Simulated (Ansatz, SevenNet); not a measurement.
Elastic constant C11 (GPa) of solids drawn from the class of elemental solids other than molecular ones, at two levels: the machine-learned potential SevenNet-0 (trained on PBE and PBE+U data), and PBE in Ansatz (plane waves, PAW).

```json
[
 {"solid": "hcp Lu", "SevenNet-0": "54.5", "PBE": "91.3", "shift (%)": "+68"},
 {"solid": "hcp Zn", "SevenNet-0": "135", "PBE": "177", "shift (%)": "+31"},
 {"solid": "fcc Pd", "SevenNet-0": "193", "PBE": "199", "shift (%)": "+3.1"},
 {"solid": "bcc Na", "SevenNet-0": "7.83", "PBE": "8.83", "shift (%)": "+12.8"},
 {"solid": "fcc Ag", "SevenNet-0": "104", "PBE": "111", "shift (%)": "+6.7"},
 {"solid": "hcp Cd", "SevenNet-0": "62.6", "PBE": "83.9", "shift (%)": "+34"},
 {"solid": "fcc Al", "SevenNet-0": "107", "PBE": "105", "shift (%)": "-1.9"},
 {"solid": "fcc Pb", "SevenNet-0": "38.0", "PBE": "47.1", "shift (%)": "+24"},
 {"solid": "hcp Mg", "SevenNet-0": "50.1", "PBE": "64.3", "shift (%)": "+28"},
 {"solid": "fcc Ni", "SevenNet-0": "293", "PBE": "283", "shift (%)": "-3.4"}
]
```

The shifts run from -3.4 % to +68 %, with a median of +18.4 %.

Over all 10 rows PBE is the larger in 8.

Ansatz's runs of these crystals have no spin polarisation, but for fcc Ni.

Density-functional runs with spin start from parallel moments for fcc Ni.

Spin–orbit coupling is left out, also for the solids with elements from indium on (hcp Lu, fcc Pb); its size isn't shown.

Each level is taken at its own relaxed cell. Ansatz's density-functional and Hartree–Fock values are scalar-relativistic unless marked +SOC, with PAW data made under PBE.

Ansatz is a first-principles code.
